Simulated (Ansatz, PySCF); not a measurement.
Pair of molecules: H2O (SMILES O) (first 3 atoms) with ClF (SMILES FCl); geometry from NCB31 set.
(charge 0, multiplicity 1):
```xyz
5

O      2.2398     0.0000    -0.0882
H      2.6009     0.7620     0.3771
H      2.6011    -0.7617     0.3772
Cl    -0.3159    -0.0001    -0.0169
F     -1.9723     0.0001     0.0266
```

Basis-set superposition error: the interaction energy with monomers in their own basis, and in the dimer's basis (counterpoise).

Codes used: Ansatz (Gaussian basis) for Hartree–Fock, density functionals and correlated methods; PySCF for 6-31G* rows. Each number belongs to the level named beside it.

```csv
level,uncorrected (kJ/mol),counterpoise (kJ/mol),difference
HF/aug-cc-pV(D+d)Z,-15.1,-13.7,1.4
SVWN5/def2-TZVPPD,-47.2,-46.6,0.6
PBE/def2-TZVPPD,-29.1,-28.7,0.4
B97M-V/def2-TZVPPD,-30.0,-29.6,0.3
B2PLYP/def2-TZVPPD,-23.1,-22.1,1.0
MP2/6-31G*,-29.0,-20.8,8.2
MP2/aug-cc-pV(D+d)Z,-24.2,-20.5,3.7
CCSD/aug-cc-pV(D+d)Z,-20.4,-16.7,3.7
CCSD/aug-cc-pV(T+d)Z,-20.4,-18.5,1.8
CCSD(T)/aug-cc-pV(T+d)Z,-22.3,-20.4,2.0
```

The error is largest for MP2/6-31G* (8.2 kJ/mol) and smallest for B97M-V/def2-TZVPPD (0.3 kJ/mol).

Ansatz is a program for electronic structure.
